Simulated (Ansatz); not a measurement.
Born–Oppenheimer molecular dynamics of BF2H (4 atoms, charge 0, multiplicity 1). It starts at the highest image of a converged band. Of that band: Neighbouring images differ by up to 1.9 eV, so the band resolves the path poorly. A vibrational analysis at the climbing image gives one clearly imaginary mode, 1311i cm⁻¹: a first-order saddle point.

Level of theory: RKS B3LYP/def2-TZVP (Ansatz 0.2.0).

| Quantity | Value |
| --- | --- |
| ensemble | NVE (velocity Verlet) |
| time step | 0.5 fs |
| steps asked | 200 |
| starting velocities drawn for | 100 K |
| seed | 7329 |

Frames 0.5 fs apart, positions in Å, forces in eV/Å.

Velocities at 45.0 fs (Å/ps):

```
B -26.09 0.06 3.99
H 38.36 -1.03 -2.81
F 11.80 0.06 -1.68
F 1.01 -0.04 -0.44
```

```xyz
4
Properties=species:S:1:pos:R:3:forces:R:3 time_fs=45.0 energy_less_start_eV=-0.583 T=2353
B -0.980 0.000 0.449 -0.06 0.00 0.99
H 2.205 -0.013 0.895 -0.37 0.01 -0.77
F 1.821 0.001 0.036 0.44 -0.01 0.79
F -0.900 -0.001 -0.794 -0.01 0.00 -1.01
4
Properties=species:S:1:pos:R:3:forces:R:3 time_fs=45.5 energy_less_start_eV=-0.582 T=2351
B -0.993 0.000 0.451 -0.05 0.00 0.80
H 2.224 -0.013 0.893 -0.47 0.02 -0.95
F 1.826 0.001 0.035 0.53 -0.02 0.97
F -0.899 -0.001 -0.794 -0.02 0.00 -0.81
4
Properties=species:S:1:pos:R:3:forces:R:3 time_fs=46.0 energy_less_start_eV=-0.583 T=2355
B -1.006 0.000 0.453 -0.03 0.00 0.58
H 2.242 -0.014 0.888 -0.51 0.02 -1.01
F 1.832 0.001 0.035 0.57 -0.02 1.03
F -0.899 -0.001 -0.794 -0.03 0.00 -0.60
4
Properties=species:S:1:pos:R:3:forces:R:3 time_fs=46.5 energy_less_start_eV=-0.586 T=2367
B -1.019 0.000 0.456 -0.01 0.00 0.36
H 2.258 -0.014 0.881 -0.49 0.02 -0.95
F 1.839 0.001 0.034 0.55 -0.02 0.97
F -0.898 -0.001 -0.795 -0.04 0.00 -0.38
4
Properties=species:S:1:pos:R:3:forces:R:3 time_fs=47.0 energy_less_start_eV=-0.591 T=2384
B -1.032 0.000 0.458 0.01 0.00 0.12
H 2.273 -0.015 0.872 -0.41 0.02 -0.77
F 1.845 0.001 0.034 0.47 -0.02 0.80
F -0.898 -0.001 -0.795 -0.06 0.00 -0.14
4
Properties=species:S:1:pos:R:3:forces:R:3 time_fs=47.5 energy_less_start_eV=-0.595 T=2399
B -1.046 0.000 0.461 0.04 0.00 -0.11
H 2.288 -0.015 0.861 -0.28 0.01 -0.50
F 1.851 0.001 0.034 0.33 -0.01 0.52
F -0.897 -0.001 -0.796 -0.09 0.00 0.09
4
Properties=species:S:1:pos:R:3:forces:R:3 time_fs=48.0 energy_less_start_eV=-0.596 T=2404
B -1.059 0.000 0.463 0.07 0.00 -0.34
H 2.301 -0.015 0.849 -0.09 0.00 -0.15
F 1.857 0.001 0.033 0.14 0.00 0.17
F -0.897 -0.001 -0.796 -0.12 0.00 0.32
4
Properties=species:S:1:pos:R:3:forces:R:3 time_fs=48.5 energy_less_start_eV=-0.593 T=2394
B -1.072 0.000 0.466 0.11 0.00 -0.57
H 2.315 -0.015 0.836 0.12 0.00 0.23
F 1.863 0.001 0.033 -0.08 0.00 -0.21
F -0.896 -0.001 -0.797 -0.15 0.00 0.54
4
Properties=species:S:1:pos:R:3:forces:R:3 time_fs=49.0 energy_less_start_eV=-0.587 T=2369
B -1.085 0.000 0.468 0.15 0.00 -0.78
H 2.328 -0.016 0.824 0.33 -0.01 0.58
F 1.870 0.001 0.033 -0.29 0.01 -0.56
F -0.896 -0.001 -0.797 -0.19 0.00 0.75
4
Properties=species:S:1:pos:R:3:forces:R:3 time_fs=49.5 energy_less_start_eV=-0.578 T=2338
B -1.098 0.000 0.470 0.19 0.00 -0.98
H 2.343 -0.016 0.813 0.49 -0.02 0.84
F 1.876 0.001 0.032 -0.46 0.02 -0.81
F -0.896 -0.001 -0.798 -0.23 0.00 0.95
4
Properties=species:S:1:pos:R:3:forces:R:3 time_fs=50.0 energy_less_start_eV=-0.571 T=2310
B -1.111 0.000 0.472 0.23 0.00 -1.16
H 2.358 -0.017 0.804 0.58 -0.02 0.95
F 1.882 0.002 0.032 -0.55 0.02 -0.93
F -0.895 -0.001 -0.798 -0.27 0.00 1.13
4
Properties=species:S:1:pos:R:3:forces:R:3 time_fs=50.5 energy_less_start_eV=-0.567 T=2292
B -1.123 0.000 0.474 0.28 0.00 -1.32
H 2.375 -0.017 0.798 0.57 -0.02 0.90
F 1.888 0.002 0.031 -0.53 0.02 -0.87
F -0.895 -0.001 -0.798 -0.31 0.00 1.30
```

Of the whole run (100 fs, mean temperature of the second half 2236 K): The conserved energy stayed within 0.073 meV per atom of its start (net change 0.0088 meV per atom), so the integration is sound. The system heated up, since it started high on the potential surface and ran downhill. A run of 0.1 ps of so small a system gives no equilibrium averages. The orbitals stay closed-shell, which can raise the energy where a bond breaks towards radicals; this wasn't checked here.

The run took 2 min on 2 threads of Arm Neoverse V2, on a shared host, peak memory 0.13 GiB.
